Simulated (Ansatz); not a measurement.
SiH2OF (SMILES O[SiH]F): methods side by side

The species is SiH2OF (5 atoms), meant as a doublet with charge 0. SMILES: `O[SiH]F`. Geometry: optimised at B3LYP/def2-SVP. This is one conformer, not always the lowest.

```xyz
5

O    -0.6230   -0.9017   -0.2750
Si    0.2935    0.2441    0.5038
F     0.2015    1.6703   -0.2904
H    -1.5760   -0.7647   -0.3460
H     1.7040   -0.2480    0.4076
```

Quantity: the dissociation energy of the H5–Si2 bond into doublet H and singlet SiHOF (shapes relaxed at B3LYP/def2-SVP, no zero-point term), in eV. The values are calculated.

```csv
level,kind,program,value (eV),CPU time (all runs)
UHF/def2-TZVPP,Hartree–Fock,Ansatz,1.94,1.9 s
USVWN5/def2-TZVPP,LDA,Ansatz,2.15,2 s
UBLYP/def2-TZVPP,GGA,Ansatz,1.88,3.8 s
UPBE/def2-TZVPP,GGA,Ansatz,1.94,3.8 s
U-r2SCAN/def2-TZVPP,meta-GGA,Ansatz,2.23,8.2 s
UPBE0-D4/def2-TZVPP,global hybrid,Ansatz,2.06,4.5 s
UCAM-B3LYP/def2-TZVPP,range-separated hybrid,Ansatz,2.04,5.2 s
UB2PLYP/def2-TZVPP,double hybrid,Ansatz,1.98,7.1 s
RPA@PBE/def2-TZVPP,RPA,Ansatz,1.91,6.8 s
```

The values span 1.88 to 2.23 eV. A fragment with an even electron count was run as a singlet and may have a lower triplet. Measured bond enthalpies also hold zero-point and thermal terms, a few tenths of an eV less. Times are those of the runs behind each value, whatever else they computed, on shared processors of several kinds: orders of magnitude only.
